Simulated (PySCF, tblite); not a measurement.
# Rock-salt NaCl, band gap

Reference value: 8.97 eV (measured, low temperature, zero-point motion not removed; as tabulated in Chen et al. (2018), doi:10.1103/physrevmaterials.2.073803).

Problem. What do GFN2-xTB, PBE, PBE0, Hartree–Fock, evGW@PBE, G0W0@PBE, G0W0@PBE0 give, and how far is each from the reference?

Solution. 
| level (code) | value (eV) | cell (Å³/atom) | difference (eV) |
|---|---|---|---|
| GFN2-xTB (tblite) | 2.37 | 21.47 | -6.60 |
| PBE (PySCF) | 5.12 ± 0.01 | 22.43 | -3.85 |
| PBE0 (PySCF) | 7.27 ± 0.02 | 22.43 | -1.70 |
| Hartree–Fock (PySCF) | 13.81 ± 0.08 | 22.43 | +4.84 |
| evGW@PBE (PySCF) | 9.19 ± 0.1 | 22.43 | +0.22 |
| G0W0@PBE (PySCF) | 8.05 ± 0.10 | 22.43 | -0.92 |
| G0W0@PBE0 (PySCF) | 8.81 ± 0.1 | 22.43 | -0.16 |

Leaving aside GFN2-xTB (doubt noted below): Once the reference is moved by up to 0.63 eV (a margin picked here for doubts on the reference and the settings, and for temperature and zero-point motion) and values within 0.03 eV count as equal, the nearest can be G0W0@PBE0 (-0.16 eV), evGW@PBE (+0.22 eV) or G0W0@PBE (-0.92 eV). By the same margin the farthest can be Hartree–Fock (+4.84 eV) or PBE (-3.85 eV).

Density-functional gaps are differences of (generalised) Kohn–Sham levels of a static lattice; semilocal ones lie below quasiparticle gaps as a rule. Measured gaps hold zero-point and thermal shifts unless a correction is named.  A ± on a computed value is a rough bar: the spread of its extrapolation, a floor set from checks against published values, or a statistical error. GFN2-xTB: the gap is read on the k mesh or supercell of the run alone and can be too large. GFN2-xTB: the method was fitted mainly to molecules. Values are at the measured cell; GFN2-xTB at the level's own equilibrium cell.

Differences are worked out from the printed values.
